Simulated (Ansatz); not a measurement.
**BeSiH+ (quintet): the correlation ladder, def2-TZVPP**

The task here is to estimate one member of a computed series from the others.

The runs use Ansatz 0.2.0, Gaussian basis; def2-TZVPP, core rule «outside noble gas», up to 6 orbitals frozen.

The runs, in order: UHF; ROHF; CCSD(T) on UHF.

### What is computed

The geometry is a PBE0/def2-TZVP stationary point (not a proven minimum) of the parent state, kept for this charge and spin.

3 atoms, charge 1, spin multiplicity 5.

Atoms are counted from 1 here; the program's logs count them from 0.

Bond lengths: Si1–Be2 2.079 Å, Si1–H3 1.489 Å. Angles: Be2–Si1–H3 180.0°.

The first run:

The input, in.yaml:

```yaml
crystal:
  periodic: [false, false, false]
  atoms:
    - {symbol: Si, position_ang: [0.000000, 0.000000, 0.196700]}
    - {symbol: Be, position_ang: [0.000000, 0.000000, -1.882500]}
    - {symbol: H, position_ang: [0.000000, 0.000000, 1.685800]}
basis:
  gaussian: {orbitals: def2-TZVPP}
total_charge: 1
magnetization: {spin_polarized: true, initial_magnetization: 4}
hamiltonian: {xc: hf}
output: {orbitals: {seedname: orbitals}}
```

Run with:

```bash
$ ansatz run in.yaml --threads 1 --pin off --events-out ev --progress --plain --max-ram 2560MiB --backend cpu
```

Among the steps run: UHF; ROHF; CCSD(T) on UHF.

One table of the session follows, with a row left open; its other results are not shown here.

It belongs to the step «Misses and costs». 

```
  method  from UCCSD(T) (kcal/mol)
    ROHF                    +62.15
     UHF                    +61.51
    UMP2                    +18.25
   UCCSD                         ?
UCCSD(T)                         0
```

**Question.** Estimate the row for UCCSD.

The run gave: from UCCSD(T) (kcal/mol): +2.86. In the column «from UCCSD(T) (kcal/mol)» it lies between UCCSD(T) (0) and UMP2 (+18.25).
